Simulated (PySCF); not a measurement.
Compound: C₅H₈.
SMILES with atom numbers: `[CH:1]#[C:2][CH:3]([CH3:4])[CH3:5]` (hydrogens: H6 on C1; H7 on C3; H8, H9, H10 on C4; H11, H12, H13 on C5)

The same species was optimised twice, with GFN2-xTB and with PBE0-D3(BJ)/def2-SVP (PySCF), and the same property calculations (PySCF, gas phase) were run on both structures.

```tsv
coordinate	GFN2-xTB	PBE0-D3(BJ)/def2-SVP	change
C1–H6 (Å)	1.049	1.074	+0.025
C1≡C2 (Å)	1.196	1.211	+0.015
C5–H11 (Å)	1.088	1.101	+0.013
C4–H9 (Å)	1.088	1.101	+0.013
C4–H10 (Å)	1.088	1.101	+0.013
C5–H13 (Å)	1.088	1.101	+0.013
C4–H8 (Å)	1.088	1.099	+0.011
C5–H12 (Å)	1.088	1.099	+0.011
C2–C3 (Å)	1.453	1.464	+0.011
C3–H7 (Å)	1.098	1.106	+0.008
C3–C4 (Å)	1.531	1.531	0.000
C3–C5 (Å)	1.531	1.531	0.000
C2–C3–C4 (°)	109.9	111.0	+1.1
C2–C3–C5 (°)	109.9	111.1	+1.2
C2–C3–H7 (°)	108.0	106.9	-1.1
C4–C3–H7 (°)	109.0	107.9	-1.1
C5–C3–H7 (°)	109.0	107.9	-1.1
C4–C3–C5 (°)	111.0	111.8	+0.8
C3–C4–H8 (°)	110.6	111.3	+0.7
C3–C5–H12 (°)	110.6	111.3	+0.7
```

Rotational constants: A = 8030, B = 3911, C = 2894 MHz (GFN2-xTB) against A = 7990, B = 3817, C = 2827 MHz (PBE0-D3(BJ)/def2-SVP). Point groups within 0.08 Å: Cs and Cs.

On the GFN2-xTB structure: HOMO (eV) -7.70 [PBE0/pcSseg-1]; LUMO (eV) 1.14 [PBE0/pcSseg-1]; dipole (D) 0.75 [PBE0/pcSseg-1]; GIAO shielding of C1 (ppm) 112.3 [PBE0/pcSseg-1]; GIAO shielding of C2 (ppm) 92.3 [PBE0/pcSseg-1]; GIAO shielding of C3 (ppm) 163.9 [PBE0/pcSseg-1]; GIAO shielding of C4/C5 (mean) (ppm) 161.5 [PBE0/pcSseg-1].

What do these properties become on the PBE0-D3(BJ)/def2-SVP structure?

```tsv
property	level	on GFN2-xTB	on PBE0-D3(BJ)/def2-SVP	change
HOMO (eV)	PBE0/pcSseg-1	-7.70	-7.64	+0.06
LUMO (eV)	PBE0/pcSseg-1	1.14	1.06	-0.08
dipole (D)	PBE0/pcSseg-1	0.75	0.74	-0.01
energy, GFN2-xTB geometry as zero (kcal/mol)	PBE0/pcSseg-1	0.0	-0.3	-0.3
GIAO shielding of C1 (ppm)	PBE0/pcSseg-1	112.3	110.4	-1.9
GIAO shielding of C2 (ppm)	PBE0/pcSseg-1	92.3	91.7	-0.6
GIAO shielding of C3 (ppm)	PBE0/pcSseg-1	163.9	162.0	-1.9
GIAO shielding of C4/C5 (mean) (ppm)	PBE0/pcSseg-1	161.5	159.8	-1.7
```

The heavy atoms differ by 0.021 Å rms after alignment. Among all bonds C1–H6 changes most (+0.025 Å). Changes are differences of the printed values. Neither structure is proved a minimum here.
